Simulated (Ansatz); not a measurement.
Geometry optimisation, RKS CAM-B3LYP/def2-SVP in Ansatz.

The input (input.yaml):

```yaml
crystal:
  periodic: [false, false, false]
  atoms:
    - { symbol: Si, position_ang: [-0.394711, -0.000853, -0.403601] }
    - { symbol: F, position_ang: [0.036249, 0.00607, 2.37161] }
    - { symbol: H, position_ang: [0.974229, -0.003799, 0.14441] }
    - { symbol: H, position_ang: [-0.584143, 1.211235, -1.250674] }
    - { symbol: H, position_ang: [-0.585365, -1.208263, -1.256985] }
    - { symbol: H, position_ang: [-1.49406, -0.00425, 0.573945] }
    - { symbol: H, position_ang: [-0.886499, -0.000141, 2.332794] }
basis:
  gaussian: { orbitals: def2-SVP }
hamiltonian:
  xc: cam_b3lyp
relax:
  f_tol: 0.03
  max_steps: 50
```

Launched with:

```bash
$ ansatz run input.yaml --threads 1 --pin off --max-ram 2048MiB --backend cpu --events-out ev --progress --plain --runs-dir out
```

**Question.** Where does it end, and by what steps?

**Answer.** The run converged. The force dipped under the threshold on the way, but the program's further checks kept it going. After 16 steps the energy has fallen by 0.205 eV; F2 moved furthest, 0.79 Å.

| step | energy less start (eV) | largest force component (eV/Å) | accepted |
| --- | --- | --- | --- |
| 0 | 0.0000 | 0.770 | yes |
| 1 | -0.0871 | 0.909 | yes |
| 2 | -0.1125 | 0.134 | yes |
| 3 | -0.1278 | 0.184 | yes |
| 4 | -0.1334 | 0.035 | yes |
| 5 | -0.1491 | 0.123 | yes |
| 6 | -0.1447 | 1.064 | no |
| 7 | -0.1622 | 0.095 | yes |
| 8 | -0.1713 | 0.416 | yes |
| 9 | -0.1844 | 0.426 | yes |
| 10 | -0.1936 | 0.104 | yes |
| 11 | -0.2032 | 0.043 | yes |
| 12 | -0.2025 | 0.286 | no |
| 13 | -0.2050 | 0.011 | yes |
| 14 | -0.2051 | 0.069 | yes |
| 15 | -0.2052 | 0.046 | yes |
| 16 | -0.2053 | 0.001 | yes |

```xyz
7
Properties=species:S:1:pos:R:3
Si -0.383 -0.187 -0.452
F -0.120 0.784 2.391
H 0.984 -0.580 -0.032
H -0.511 1.289 -0.535
H -0.686 -0.786 -1.780
H -1.379 -0.721 0.523
H -0.839 0.201 2.396
```

Run time: 19 s on 1 thread of Arm Neoverse V2, with other jobs on the host, peak memory 0.11 GiB.
